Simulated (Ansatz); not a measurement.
**C₂H₅FN₂: up Jacob's ladder to CCSD(T)**

Aim: compute C₂H₅FN₂ with functionals from several rungs and with coupled cluster. The yardstick is the atomisation energy at the CCSD(T) limit.

Computed with Ansatz 0.2.0, Gaussian basis. Level: functionals in def2-TZVPP, the program's frozen cores in correlated methods.

Plan: LDA (SPW92), PBE-D4, revPBE-D4, BLYP-D4, r2SCAN-D4, B97M-V, PBE0-D4, B3LYP-D4, r2SCANh-D4, r2SCAN0-D4, HSE06-D4, BHLYP-D4, CAM-B3LYP-D4, LC-ωPBE, ωB97X-V, ωB97M-V, B2PLYP, PBE-QIDH; CCSD(T)/def2-SVP; CCSD(T)/def2-TZVPP; MP2/def2-QZVPP; extrapolation to the limit; RPA on PBE.

## (1) The relaxed structure

The geometry comes from an earlier relaxation with PBE0-D4 in a triple-zeta def2 set; it is a stationary point, not always the lowest conformer.

SMILES `C/N=C(/N)F`, 10 atoms, charge 0, spin multiplicity 1.

Atoms are counted from 1 here; the program's logs count them from 0.

Bond lengths: C1–N2 1.444 Å, C1–H6 1.095 Å, C1–H7 1.090 Å, C1–H8 1.095 Å, N2–C3 1.247 Å, C3–N4 1.362 Å, C3–F5 1.352 Å, N4–H9 1.006 Å, N4–H10 1.006 Å. Angles: N2–C1–H6 112.1°, N2–C1–H7 108.9°, N2–C1–H8 112.1°, H6–C1–H7 108.0°, H6–C1–H8 107.5°, H7–C1–H8 108.0°, C1–N2–C3 119.5°, N2–C3–N4 126.3°, N2–C3–F5 123.8°, N4–C3–F5 109.9°, C3–N4–H9 116.3°, C3–N4–H10 114.2°, H9–N4–H10 116.0°.

## (2) LDA

This LDA is Slater exchange with PW92 correlation.

File in.yaml:

```yaml
crystal:
  periodic: [false, false, false]
  atoms:
    - {symbol: C, position_ang: [-1.431161, 0.445137, 0.671700]}
    - {symbol: N, position_ang: [-0.377722, -0.489020, 0.350225]}
    - {symbol: C, position_ang: [0.630001, -0.089885, -0.266219]}
    - {symbol: N, position_ang: [1.743068, -0.821591, -0.550481]}
    - {symbol: F, position_ang: [0.788734, 1.178247, -0.708264]}
    - {symbol: H, position_ang: [-1.075355, 1.267958, 1.300914]}
    - {symbol: H, position_ang: [-2.215090, -0.081255, 1.215977]}
    - {symbol: H, position_ang: [-1.879086, 0.886498, -0.224988]}
    - {symbol: H, position_ang: [2.272348, -0.534246, -1.355917]}
    - {symbol: H, position_ang: [1.627362, -1.813244, -0.429847]}
basis:
  gaussian: {orbitals: def2-TZVPP}
hamiltonian: {xc: lda}
output: {orbitals: {seedname: orbitals}}
```

Command:

```console
ansatz run in.yaml --threads 4 --pin off --events-out ev --progress --plain --max-ram 10444MiB
```

The runs that follow: PBE-D4 (GGA); revPBE-D4 (GGA); BLYP-D4 (GGA); r2SCAN-D4 (meta-GGA); B97M-V (meta-GGA); PBE0-D4 (hybrid); B3LYP-D4 (hybrid); r2SCANh-D4 (hybrid); r2SCAN0-D4 (hybrid); HSE06-D4 (hybrid); BHLYP-D4 (hybrid); CAM-B3LYP-D4 (range-separated); LC-ωPBE (range-separated); ωB97X-V (range-separated); ωB97M-V (range-separated); B2PLYP (double hybrid); PBE-QIDH (double hybrid); CCSD(T) in def2-SVP; CCSD(T) in def2-TZVPP; MP2 in def2-QZVPP; RPA on PBE orbitals.

Before running them: what should the planned runs give, taken together? Wanted: atomisation energy, CCSD(T)/CBS; farthest beyond LDA; mean size of error, GGA; mean size of error, meta-GGA; mean size of error, hybrid; mean size of error, range-separated; mean size of error, double hybrid; gap, smallest and largest; T1 diagnostic.

As calculated:

```
                               quantity                                  value
        atomisation energy, CCSD(T)/CBS                              40.195 eV
    functionals within 0.201 eV (0.5 %)              r2SCAN-D4, B97M-V, B2PLYP
                    farthest beyond LDA                     PBE-D4 (+1.797 eV)
                mean size of error, GGA                               1.010 eV
           mean size of error, meta-GGA                               0.174 eV
             mean size of error, hybrid                               0.641 eV
    mean size of error, range-separated                               0.396 eV
      mean size of error, double hybrid                               0.199 eV
              gap, smallest and largest  5.64 eV (BLYP-D4), 12.91 eV (LC-ωPBE)
                          T1 diagnostic                                 0.0122
triples share of the correlation energy                                  3.8 %
```

The LDA atomisation energy is off by 7.392 eV (18 %): it overbinds. PBE-D4 is off by +1.797 eV. Double hybrids carry the basis error of their MP2 part in triple zeta, and no dispersion term here, so their miss is partly the set-up's. The rungs meta-GGA, double hybrid miss on average by less than the doubt on the reference (0.201 eV), so they tie; GGA functionals have the largest mean beyond LDA (1.010 eV). Misses under about 0.201 eV are within the doubt on the reference itself, which lacks core-valence correlation, relativity and higher excitations. Hartree-Fock recovers 67 % of the binding; the rest is correlation. CCSD(T) in def2-SVP is off by -2.295 eV, worse than the median functional, from the basis alone. The gap grows from 5.6 to 12.9 eV across the functionals, mostly with the share of exact exchange.
